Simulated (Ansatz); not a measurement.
Task: a composite energy at a relaxed geometry of CH4N, SMILES C[NH], with Ansatz's Python interface. Give the script and its output. Settings (for the species named): PBE0, def2-SVP basis, multiplicity 2.

```xyz
6

C    -0.0665   -0.2714   -0.2369
N    -0.2761    0.4160    0.9576
H    -0.2578    0.3661   -1.1178
H    -0.7231   -1.1420   -0.2732
H     0.9823   -0.5929   -0.3589
H     0.3412    1.2242    1.0293
```

`composite_ch4n.py`:
```python
'''Relax CH4N cheaply, then refine its energy.'''

import itertools

import ansatz as az
from ase.data import atomic_numbers, covalent_radii
import numpy as np

geometry_ang = [
    ('C', (-0.06649, -0.27143, -0.23689)),
    ('N', (-0.27609, 0.41603, 0.95763)),
    ('H', (-0.25782, 0.36615, -1.11783)),
    ('H', (-0.72309, -1.14201, -0.27324)),
    ('H', (0.9823, -0.59295, -0.35893)),
    ('H', (0.34119, 1.22421, 1.02926)),
]
ch4n = az.Crystal.molecule()
for symbol, xyz in geometry_ang:
    ch4n = ch4n.atom(symbol, xyz)

calculation = (
    ch4n.calculation()
    .basis(gaussian='def2-SVP')
    .functional('PBE0')
    .spin('collinear', total=1)
)
symbols = [site.symbol for site in ch4n.cartesian_sites]
start = np.array([site.position_ang for site in ch4n.cartesian_sites], dtype=float)
rep = calculation.relax(force_tolerance=0.01).run(threads=1, pin='off').report
end = np.array(rep['positions_ang'])
# pairs closer than 1.2 times the sum of covalent radii, before or after
radius = [covalent_radii[atomic_numbers[s]] for s in symbols]
span = lambda where, i, j: np.linalg.norm(where[i] - where[j])
bonded = [(i, j) for i, j in itertools.combinations(range(len(symbols)), 2) if min(span(start, i, j), span(end, i, j)) < 1.2 * (radius[i] + radius[j])]
print('pair        before    after (A)')
for i, j in bonded:
    print(f'{symbols[i]}{i}-{symbols[j]}{j}'.ljust(10), f'{span(start, i, j):8.4f} {span(end, i, j):8.4f}')

minimum = az.Crystal.molecule()
for symbol, place in zip(symbols, end):
    minimum = minimum.atom(symbol, place.tolist())
at_minimum = minimum.calculation().spin('collinear', total=1)
# MP2 extrapolated to the basis limit, plus the small-basis difference CCSD(T) - MP2
level = lambda method, basis: at_minimum.basis(gaussian=basis).correlation(method).run(threads=1, pin='off').report
small, large, cluster = level('mp2', 'cc-pVDZ'), level('mp2', 'cc-pVTZ'), level('ccsd_t', 'cc-pVDZ')
corr = lambda each: (each['free_energy_ev'] - each['reference_energy_ev']) / 27.211386246
mp2_limit = (27 * corr(large) - 8 * corr(small)) / 19
pieces = {'HF / cc-pVTZ': large['reference_energy_ev'] / 27.211386246, 'MP2 correlation, DZ-TZ limit': mp2_limit, 'CCSD(T) - MP2 / cc-pVDZ': corr(cluster) - corr(small)}
for name, value in pieces.items():
    print(f'{name:32s} {value:14.6f} Ha')
print(f'{"sum":32s} {sum(pieces.values()):14.6f} Ha')
print('T1 diagnostic', round(cluster['correlation']['coupled_cluster']['t1_diagnostic'], 4))
```

Output of `python composite_ch4n.py`:
```text
pair        before    after (A)
C0-N1        1.3941   1.4269
C0-H2        1.1042   1.1103
C0-H3        1.0910   1.1013
C0-H4        1.1037   1.1101
N1-H5        1.0195   1.0305
HF / cc-pVTZ                         -94.629719 Ha
MP2 correlation, DZ-TZ limit          -0.385705 Ha
CCSD(T) - MP2 / cc-pVDZ               -0.041799 Ha
sum                                  -95.057223 Ha
T1 diagnostic 0.0116
```

Reading the output:
- Total energies depend on the basis set; only differences at equal settings carry meaning.
- The sum leaves out core correlation, relativity, the Hartree-Fock basis error and zero-point energy; a DZ-TZ extrapolation is rough.
- The run takes the species as open-shell (spin multiplicity 2), which needn't be its ground state.
- Inner cores stay frozen, so this is valence correlation.
- An extrapolation from small basis sets is rough.
- It ran for 18 s on 1 thread of Intel(R) Xeon(R) Platinum 8259CL CPU @ 2.50GHz (Skylake/Cascade Lake), with other jobs on the host, peak memory 0.25 GiB.
